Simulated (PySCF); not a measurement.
Frontier orbitals and the lowest excitations

Species: C5H6O.
Z-matrix (Å and degrees, PBE0-D3(BJ)/def2-SVP geometry), rows numbered from 1:
```
C 
C   1  1.3360
C   2  1.4901  1  120.81
O   3  1.2152  2  121.85  1     0.20
C   3  1.4899  2  116.35  1  -179.73
C   5  1.3360  3  120.82  2   179.57
H   1  1.0925  2  122.10  3  -179.99
H   1  1.0945  2  119.22  3     0.02
H   2  1.0946  1  121.19  3  -179.98
H   5  1.0946  3  117.99  2    -0.40
H   6  1.0924  5  122.13  3   179.98
H   6  1.0945  5  119.18  3    -0.02
```

Method: TDDFT CAM-B3LYP/def2-SVPD, vertical, gas phase, core orbitals frozen in the response (PySCF 2.14.0, density-fitted response routines).

Kohn–Sham orbitals with the atoms that hold most of them (Löwdin shares over 4%, at most four atoms; ? is withheld):

```csv
orbital,ε (eV),atoms
HOMO-3,-12.15,"O4 15%, C6 12%, C1 12%, C5 11%"
HOMO-2,-9.60,"C2 22%, C5 21%, C1 20%, C6 20%"
HOMO-1,-9.47,"O4 25%, C6 15%, C1 15%, C5 15%"
HOMO,?,?
LUMO,-1.27,?
LUMO+1,1.26,"C1 20%, C6 20%, C2 19%, C5 19%"
LUMO+2,1.43,"C2 17%, C5 17%, H9 12%, H10 12%"
```

Question: Which atoms hold the HOMO, and with what shares?

Answer: O4 (bonded to C) 63%; C3 (bonded to 2 C and O) 12%; C5 (bonded to 2 C and H) 9%; C2 (bonded to 2 C and H) 9%. By element: oxygen 63%, carbon 30% or more.

Question: Give the leading atoms of the LUMO.

Answer: C3 (bonded to 2 C and O) 20%; O4 (bonded to C) 17%; C1 (bonded to C and 2 H) 16%; C6 (bonded to C and 2 H) 16%. By element: carbon 52% or more, oxygen 17%.

Question: What is the HOMO energy, and the HOMO–LUMO gap?

Answer: ε(HOMO) = -8.99 eV; the gap is 7.73 eV (0.2839 hartree).

Question: The HOMO–LUMO gap is 7.73 eV. Where does the response calculation put the lowest singlet, and from which orbitals?

Answer: S1 is at 3.43 eV (f = 0.0000), 4.29 eV below the gap, made of HOMO→LUMO (96%). 

Question: Give energy, strength and leading configuration of S1, S2, S3 and S4, and follow the Löwdin shares of the leading atoms from the occupied to the empty orbital.

Answer: 
- S1 (3.43 eV, f 0.0000), HOMO→LUMO (96%): O4 63% → 17%, C3 12% → 20%
- S2 (5.47 eV, f 0.0076), HOMO-1→LUMO (98%): O4 25% → 17%, C6 15% → 16%, C3 at most 15% → 20%
- S3 (5.56 eV, f 0.481), HOMO-2→LUMO (98%): C2 22% → at most 16%, C5 21% → at most 16%, C3 at most 18% → 20%, O4 at most 18% → 17%
- S4 (6.70 eV, f 0.0002), HOMO→LUMO+1 (87%): O4 63% → at most 20%, C3 12% → at most 20%, C1 at most 8% → 20%, C6 at most 8% → 20%

On an Arm Neoverse V2 with one thread, no GPU, shared host with 192 logical CPUs at a one-minute load of 86, this took 91 s (grids of density and orbitals included) and 0.93 GiB of memory at its peak.

One conformer stands for the species.
